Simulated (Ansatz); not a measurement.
# BH2NSi (SMILES B[Si]#N): single points off equilibrium

The task here is to estimate one member of a computed series from the others.

Method: single points in def2-TZVPP; program: Ansatz 0.2.0, Gaussian basis.

Correlated methods freeze the cores.

## Starting geometry

SMILES `B[Si]#N`, 5 atoms, charge 0, spin multiplicity 1.

Atoms are counted from 1 here; the program's logs count them from 0.

Bond lengths: B1–Si2 1.912 Å, B1–H4 1.178 Å, B1–H5 1.184 Å, Si2–N3 1.482 Å. Angles: Si2–B1–H4 125.0°, Si2–B1–H5 123.8°, H4–B1–H5 111.1°, B1–Si2–N3 171.9°.

As a file:

```xyz
5
BH2NSi
B    -0.4754    0.5281   -0.3885
Si    0.7052   -0.7341    0.4301
N     1.4752   -1.7297    1.2131
H    -1.4366    0.2504   -1.0111
H    -0.3380    1.7022   -0.3157
```

The first run:

run/in.yaml reads:

```yaml
crystal:
  periodic: [false, false, false]
  atoms:
    - {symbol: B, position_ang: [-0.475400, 0.528100, -0.388500]}
    - {symbol: Si, position_ang: [0.705200, -0.734100, 0.430100]}
    - {symbol: N, position_ang: [1.475200, -1.729700, 1.213100]}
    - {symbol: H, position_ang: [-1.436600, 0.250400, -1.011100]}
    - {symbol: H, position_ang: [-0.338000, 1.702200, -0.315700]}
basis:
  gaussian: {orbitals: def2-TZVPP}
correlation: {method: ccsd_t}
output: {forces: true}
```

No record of the launch command was kept for these runs.

Steps of the session up to this table: CCSD(T)/def2-TZVPP; PBE0-D4/def2-TZVPP; wB97M-V/def2-TZVPP; r2SCAN-D4/def2-TZVPP; PBE-D4/def2-TZVPP; SPW92/def2-TZVPP; r2SCAN0-D4/def2-TZVPP.

One of the session's tables, all rows but one given; the rest of the session is left out.

| method | RMS force component (eV/Å) | angle to CCSD(T) forces (°) | dipole (D) |
| --- | --- | --- | --- |
| CCSD(T) | 2.416 | reference | 4.51 |
| PBE0-D4 | 1.964 | 1.3 | 4.90 |
| wB97M-V | 1.781 | 4.0 | 5.29 |
| r2SCAN-D4 | ? | ? | ? |
| PBE-D4 | 2.383 | 3.8 | 4.30 |
| SPW92 | 2.172 | 6.7 | 4.42 |
| r2SCAN0-D4 | 1.833 | 2.9 | 5.09 |

Q: Estimate the row for r2SCAN-D4 from the others.

As computed: RMS force component (eV/Å): 2.154; angle to CCSD(T) forces (°): 1.2; dipole (D): 4.63. In the column «RMS force component (eV/Å)» it lies between PBE0-D4 (1.964) and SPW92 (2.172).
